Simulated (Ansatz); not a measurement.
`NC1=C(F)S1`. The species carries charge 0 and has multiplicity 1.

```xyz
7

N     0.965   -0.463   -0.365
C    -0.205    0.115   -0.227
C    -1.367   -0.079    0.569
F    -1.227    0.439    1.804
S    -1.003    1.374   -0.943
H     1.241   -1.201    0.261
H     1.596   -0.185   -1.099
```

Task: List the harmonic frequencies (cm⁻¹, unscaled) at PBE0-D4/def2-TZVP in Ansatz. (An estimate is asked.)

Result: Computed: 167, 205, 321, 373, 448, 571, 666, 822, 848, 1112, 1261, 1571, 1666, 3584, 3708.

Task: Is this a minimum?

Result: Yes, all 15 modes are real.

Task: Give the ideal-gas thermochemistry at 298.15 K and 1 bar (rigid rotor, harmonic oscillator; point group C1, symmetry number 1).

Result: Zero-point energy 103.6 kJ/mol; H(298) − E = 120.5 kJ/mol; entropy 312.4 J/(mol·K), of which translation 165.1, rotation 109.4, vibration 37.9; G(298) − E = 27.3 kJ/mol.

Task: And at 400, 500, 600, 800 and 1000 K?

Result: 
| T (K) | H − E (kJ/mol) | S (J/mol/K) | G − E (kJ/mol) |
| --- | --- | --- | --- |
| 400 | 129.6 | 338.8 | -5.9 |
| 500 | 139.8 | 361.3 | -40.9 |
| 600 | 150.7 | 381.3 | -78.1 |
| 800 | 174.5 | 415.4 | -157.8 |
| 1000 | 200.0 | 443.8 | -243.8 |

Task: Rotational constants (cm⁻¹)?

Result: 0.1762, 0.1405, 0.08352.
